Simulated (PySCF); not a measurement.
TDDFT excited states: C5H8

1,4-pentadiene, C5H8.
Cartesian coordinates in Å at the GFN2-xTB level; atoms count from 1:
```xyz
13
C5H8 angstrom
C      2.297    0.165    0.428
C      1.152    0.452   -0.160
C      0.056   -0.539   -0.416
C     -1.183   -0.150    0.335
C     -2.332    0.166   -0.231
H      2.531   -0.835    0.757
H      3.056    0.910    0.600
H      0.936    1.464   -0.480
H     -0.164   -0.572   -1.486
H      0.381   -1.532   -0.094
H     -1.075   -0.123    1.412
H     -2.461    0.149   -1.301
H     -3.197    0.448    0.346
```

Level of theory: TDDFT PBE0/def2-SVPD, vertical, gas phase, core orbitals frozen in the response in PySCF.

What does the calculation give for the low-lying excited states?

```tsv
state	E (eV)	λ (nm)	ν̃ (cm⁻¹)	f	symmetry	main configurations (H = HOMO, L = LUMO)
S1	6.51	190.5	52480	0.298	B	H→L (90%)
S2	6.74	184.0	54340	0.0001	–	H-1→L (78%), H→L+1 (20%)
S3	7.32	169.4	59020	0.036	B	H→L+2 (93%)
S4	7.57	163.8	61050	0.047	A	H-1→L+2 (48%), H→L+3 (35%), H→L+1 (9%)
S5	7.74	160.2	62430	0.0039	A	H→L+1 (35%), H-1→L+2 (28%), H→L+5 (13%)
S6	7.89	157.2	63610	0.546	B	H-1→L+1 (83%)
S7	7.95	155.9	64130	0.0031	A	H→L+5 (35%), H→L+1 (25%), H→L+3 (23%)
S8	8.00	155.0	64500	0.0092	B	H→L+4 (78%), H-1→L+5 (11%)
```

Triplets (Tamm–Dancoff): T1 4.36 eV, H→L (75%), H-1→L+1 (21%); T2 4.50 eV, H-1→L (62%), H→L+1 (33%); T3 6.70 eV, H→L+1 (59%), H-1→L (35%).

The lowest singlet comes at 191 nm (628 kJ/mol) in the vacuum ultraviolet; it is strong; its leading configuration is HOMO→LUMO (90%). The most intense listed level is S6 at 7.89 eV (157 nm, f = 0.546), 1.38 eV above S1. Löwdin shares by element: HOMO carbon 82% or more (atoms not listed hold the other 18%); LUMO carbon 73% or more (atoms not listed hold the other 27%). The listed states span 1.49 eV, and the widest gap between neighbours is 0.58 eV (S2 to S3). Orbital energies (eV): HOMO-3 -10.02, HOMO-2 -9.81, HOMO-1 -7.78, HOMO -7.41, LUMO -0.14, LUMO+1 0.91, LUMO+2 1.09. Of the 8 states listed, 4 reach f = 0.01 and 1 stays under 0.0005. No computed singlet lies in the visible range (380 to 750 nm); the lowest, at 191 nm, stands 3.24 eV above its violet end (3.26 eV). Symmetry labels in C2 follow from the direction of the transition dipole and are given only for states with f of 0.002 or more. Only the lowest 8 singlets were computed, as vertical energies without vibronic structure.

One conformer stands for the species.
